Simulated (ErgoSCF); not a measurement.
# A workflow on PNH4 (SMILES NP)

We compute the energy (HF/def2-SV(P)), then the energy (HF/def2-SVP), then a single-point energy (HF/def2-TZVP), then a single-point energy (HF/def2-TZVPP) of PNH4. 

The results are computed with ErgoSCF 3.8.

9 further runs of the same task are left out: 9 set aside as unsound or not needed.

## (1) The structure to begin with

PNH4 has 6 atoms, charge 0, and is taken as a singlet. SMILES: `NP`. The coordinates come from a GFN2-xTB relaxation. This is one conformer, not always the lowest.

Bond lengths: N1–P2 1.727 Å, N1–H3 1.017 Å, N1–H4 1.017 Å, P2–H5 1.399 Å, P2–H6 1.399 Å. Angles: N1–P2–H5 94.3°, N1–P2–H6 94.2°, P2–N1–H3 110.1°, P2–N1–H4 109.9°, H5–P2–H6 91.9°, H3–N1–H4 106.5°.

## (2) The energy at HF/def2-SV(P) (run 1)

The input, input.ego:

```
# H4NP
set_nthreads("env")
scf.use_diagonalization = 1
basis = "def2-SV(P)"
scf.output_mulliken_pop = 1
tmpdir = "."
scf.max_number_of_iterations = 70
molecule_inline Angstrom
N        0.273950      -0.744700       0.077680
P       -0.624590       0.719370      -0.098150
H        0.068190      -1.375060      -0.693680
H       -0.009320      -1.225540       0.927760
H        0.200790       1.227300      -1.107380
H        0.090980       1.398640       0.893770
EOF
run "HF"
```

The basis set def2-SV(P) is read from a file made from the Basis Set Exchange's data (not shown).

Launch:

```bash
ergo input.ego
```

Standard output:

```text
[...]
INSC SCF_general constructor, number of basis functions: 40
[...]
INSC Energy   1 =       -200.53108069877
[...]
INDE E_LUMO =          0.14864408780
[...]
INSC Energy  18 =       -397.32754533336  ( diff     -0.000000000000114 )
[...]
RESC CONVERGED after  18 iterations.
RESC FINAL ENERGY:       -397.32754533336
[...]
INSC SCF: dipole_moment_x [atomic units] =      -0.23029980
INSC SCF: dipole_moment_y [atomic units] =      -0.30625608
INSC SCF: dipole_moment_z [atomic units] =       0.01976532
[...]
```

Run time: 4.8 s. Hardware: 1 thread of Intel Xeon at 2.70GHz, shared host; peak memory 0.35 GiB.

## (3) A single-point energy at HF/def2-SVP (run 2)

Changes to input.ego since step 2:

```diff
@@ -3,3 +3,3 @@
 scf.use_diagonalization = 1
-basis = "def2-SV(P)"
+basis = "def2-SVP"
 scf.output_mulliken_pop = 1
```

The basis set def2-SVP is read from a file made from the Basis Set Exchange's data (not shown).

Launch:

```bash
ergo input.ego
```

Standard output:

```text
[...]
INSC SCF_general constructor, number of basis functions: 52
[...]
INSC Energy   1 =       -160.97328050060
[...]
INDE E_LUMO =          0.14974227941
[...]
INSC Energy  16 =       -397.34648427085  ( diff     -0.000000000000966 )
[...]
RESC CONVERGED after  16 iterations.
RESC FINAL ENERGY:       -397.34648427085
[...]
INSC SCF: dipole_moment_x [atomic units] =      -0.19221467
INSC SCF: dipole_moment_y [atomic units] =      -0.30715930
INSC SCF: dipole_moment_z [atomic units] =       0.02165437
[...]
```

It took 8.1 s on 1 thread of Intel Xeon at 2.70GHz, shared host; peak memory 0.35 GiB.

Run 3 isn't shown in full; the table further down has it.

## (4) The energy at HF/def2-TZVPP (run 4)

Changes to input.ego since step 3:

```diff
@@ -3,3 +3,3 @@
 scf.use_diagonalization = 1
-basis = "def2-SVP"
+basis = "def2-TZVPP"
 scf.output_mulliken_pop = 1
```

The basis set def2-TZVPP is read from a file made from the Basis Set Exchange's data (not shown).

Launch:

```bash
ergo input.ego
```

Standard output:

```text
[...]
INSC SCF_general constructor, number of basis functions: 129
[...]
INSC Energy   1 =        -91.79496002024
[...]
INDE E_LUMO =          0.10852542206
[...]
INSC Energy  16 =       -397.53979013108  ( diff     -0.000000000003809 )
[...]
RESC CONVERGED after  16 iterations.
RESC FINAL ENERGY:       -397.53979013108
[...]
INSC SCF: dipole_moment_x [atomic units] =      -0.11703788
INSC SCF: dipole_moment_y [atomic units] =      -0.35060715
INSC SCF: dipole_moment_z [atomic units] =       0.02894843
[...]
```

Wall time 3.2 min (1 thread of Intel Xeon at 2.70GHz, shared host); peak memory 0.35 GiB.

## (5) Overview of the runs

```
run          level  energy (Eh)  dipole moment (D)  wall time
  1  HF/def2-SV(P)  -397.327545               0.98      4.8 s
  2    HF/def2-SVP  -397.346484               0.92      8.1 s
  3   HF/def2-TZVP  -397.537337               0.97       84 s
  4  HF/def2-TZVPP  -397.539790               0.94    3.2 min
```

Convergence of the total energy of singlet PNH4 with the basis set, against the last point:

```
 basis set  from the last (mEh)  wall time
def2-SV(P)             +212.245      4.8 s
  def2-SVP             +193.306      8.1 s
 def2-TZVP               +2.453       84 s
def2-TZVPP               +0.000    3.2 min
```

Convergence of the dipole moment of singlet PNH4 with the basis set, against the last point:

```
 basis set  from the last (D)  wall time
def2-SV(P)            +0.0329      4.8 s
  def2-SVP            -0.0197      8.1 s
 def2-TZVP            +0.0243       84 s
def2-TZVPP            +0.0000    3.2 min
```

## (6) What came out

| quantity | value |
| --- | --- |
| run 4, HF/def2-TZVPP: total energy | -397.53979 Eh |
| run 4, HF/def2-TZVPP: dipole moment | 0.94 D |

For the total energy of singlet PNH4 to stay within 10 mEh of the last point, def2-TZVP is the first point of the series from which all later ones do (84 s against 3.2 min). The dipole moment (its size) runs from 0.92 D (HF/def2-SVP) to 0.98 D (HF/def2-SV(P)). All runs together took 4.9 min, the longest 3.2 min.
